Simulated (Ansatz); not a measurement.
Cost and result for the atomization energy of `C1=NCCC1` (12 atoms, 12 bonds).

```xyz
12

C    -0.334    1.185   -0.656
N    -1.355    0.439   -0.619
C    -0.983   -0.829    0.004
C     0.408   -0.632    0.628
C     0.934    0.618   -0.084
H    -0.389    2.172   -1.112
H    -1.745   -1.118    0.732
H    -0.986   -1.600   -0.776
H     1.056   -1.500    0.505
H     0.316   -0.441    1.700
H     1.448    1.322    0.576
H     1.632    0.384   -0.897
```

Charge 0, multiplicity 1. The geometry is a stationary point of PBE0-D4/def2-TZVP. Program: Ansatz. All runs use 4 threads of an Arm Neoverse V2 on a shared host. Times are those of one run each, without the atoms' runs, and a repeat can differ threefold. Electronic energies, without spin–orbit coupling; frozen cores. CCSD(T)/CBS adds CCSD(T) − MP2 in def2-TZVPP to the MP2 limit, and its time is that of the two runs behind it. T1 = 0.011. B3LYP takes the VWN-RPA correlation (the form of Gaussian; ORCA's B3LYP/G). HSE06 is the plane-wave form, built on full-range PBE exchange.

CCSD(T)/CBS is a level of theory with its own doubt, some kJ/mol a heavy atom from the limit and from the frozen cores, so smaller differences don't rank the functionals.

```
                            level  functions  wall time
  PBE-D4/def2-TZVPP (with forces)        253      2.2 s
              HSE06-D4/def2-TZVPP        253      2.5 s
          CAM-B3LYP-D4/def2-TZVPP        253      2.6 s
B3LYP-D4/def2-TZVPP (with forces)        253      3.8 s
            r2SCANh-D4/def2-TZVPP        253      3.8 s
                 CCSD(T)/def2-SVP        105      4.6 s
                B2PLYP/def2-TZVPP        253      4.8 s
              PBE-QIDH/def2-TZVPP        253        5 s
                B97M-V/def2-TZVPP        253        8 s
 ωB97M-V/def2-TZVPP (with forces)        253        9 s
                   MP2/def2-QZVPP        495       22 s
               CCSD(T)/def2-TZVPP        253    2.1 min
                CCSD(T)/CBS(def2)          –    2.5 min
```

(1) What atomization energy does each give, and how far from CCSD(T)/CBS? (An estimate is asked.)

Results:

(1) The calculation gave: 
```json
{"level": "PBE-D4/def2-TZVPP (with forces)", "atomization (kJ/mol)": "5161.2", "difference from CCSD(T)/CBS": "160.5", "per bond": "13.4"}
{"level": "HSE06-D4/def2-TZVPP", "atomization (kJ/mol)": "5071.6", "difference from CCSD(T)/CBS": "70.9", "per bond": "5.9"}
{"level": "CAM-B3LYP-D4/def2-TZVPP", "atomization (kJ/mol)": "5037.7", "difference from CCSD(T)/CBS": "37.0", "per bond": "3.1"}
{"level": "B3LYP-D4/def2-TZVPP (with forces)", "atomization (kJ/mol)": "5019.4", "difference from CCSD(T)/CBS": "18.7", "per bond": "1.6"}
{"level": "r2SCANh-D4/def2-TZVPP", "atomization (kJ/mol)": "4988.7", "difference from CCSD(T)/CBS": "-12.0", "per bond": "-1.0"}
{"level": "CCSD(T)/def2-SVP", "atomization (kJ/mol)": "4796.2", "difference from CCSD(T)/CBS": "-204.5", "per bond": "-17.0"}
{"level": "B2PLYP/def2-TZVPP", "atomization (kJ/mol)": "4967.7", "difference from CCSD(T)/CBS": "-33.0", "per bond": "-2.7"}
{"level": "PBE-QIDH/def2-TZVPP", "atomization (kJ/mol)": "5009.1", "difference from CCSD(T)/CBS": "8.4", "per bond": "0.7"}
{"level": "B97M-V/def2-TZVPP", "atomization (kJ/mol)": "5015.1", "difference from CCSD(T)/CBS": "14.4", "per bond": "1.2"}
{"level": "ωB97M-V/def2-TZVPP (with forces)", "atomization (kJ/mol)": "5028.7", "difference from CCSD(T)/CBS": "28.0", "per bond": "2.3"}
{"level": "MP2/def2-QZVPP", "atomization (kJ/mol)": "5032.8", "difference from CCSD(T)/CBS": "32.1", "per bond": "2.7"}
{"level": "CCSD(T)/def2-TZVPP", "atomization (kJ/mol)": "4881.1", "difference from CCSD(T)/CBS": "-119.6", "per bond": "-10.0"}
{"level": "CCSD(T)/CBS(def2)", "atomization (kJ/mol)": "5000.7", "difference from CCSD(T)/CBS": "0.0", "per bond": "0.0"}
```

From r2SCAN to r2SCAN0 (25 % exact exchange), in def2-TZVPP and without D4, the atomization energy moves by −68.2 kJ/mol: exact exchange takes away binding that semilocal exchange gives to molecules. Leaving LDA and LC-ωPBE aside and taking each functional with its dispersion term where it has one, the values, not all of them listed here, spread over 293.8 kJ/mol, from BHLYP-D4 to PBE-D4. LDA lies +625.7 kJ/mol from PBE without D4, its usual overbinding. At CCSD(T), def2-SVP lies −204.5 kJ/mol from the extrapolated value and def2-TZVPP −119.5 kJ/mol: correlation converges slowly with the basis, and small sets miss more of it in the bonded molecule than in its fragments.
